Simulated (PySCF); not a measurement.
**H3Si–OH, singlet: reading a ladder of total energies**

Geometry: a PBE0/def2-TZVP stationary point for this spin, not checked as a minimum.

```xyz
6

Si    0.0000   -0.0248    0.5600
O     0.0000    0.0966   -1.0834
H     1.2036   -0.7463    1.0578
H     0.0000    1.3651    1.0700
H    -1.2036   -0.7463    1.0578
H     0.0000   -0.7148   -1.5919
```

Basis cc-pVDZ; PySCF 2.14.0. Correlated methods freeze the noble-gas cores, which leaves 14 electrons in 46 orbitals. R marks a restricted (for open shells ROHF) determinant.

Full CI isn't at hand for all of this; RCCSDT(Q) serves as the reference, and is uncertain by the last step of the cluster series or more.

RCCSD has a T1 diagnostic of 0.011 and a largest doubles amplitude of 0.03.

| level | total energy (hartree) |
| --- | --- |
| RHF | -366.152291 |
| RMP2 | -366.448479 |
| RCCSD | -366.476647 |
| RCCSD(T) | -366.482728 |
| RCCSDT | -366.483299 |
| RCCSDT(Q) | -366.483963 |

**Question.** What is the correlation energy at RCCSDT(Q), and what share of it do RMP2 and RCCSD recover?

**Answer.** E(corr) = -366.483963 − (-366.152291) = -0.331672 hartree = -9.025 eV. RMP2: -0.296188 / -0.331672 = 89.30 %. RCCSD: -0.324356 / -0.331672 = 97.79 %.

**Question.** By how many kcal/mol does RCCSD(T) miss RCCSDT(Q) (1 hartree = 627.509 kcal/mol), and which steps make up the rest?

**Answer.** -366.482728 − (-366.483963) = 0.001235 hartree = 0.77 kcal/mol. Steps: RCCSDT − RCCSD(T) = -0.36, RCCSDT(Q) − RCCSDT = -0.42 kcal/mol. That is within 1 kcal/mol of the reference in this basis, which itself misses far more of the correlation at the basis-set limit.
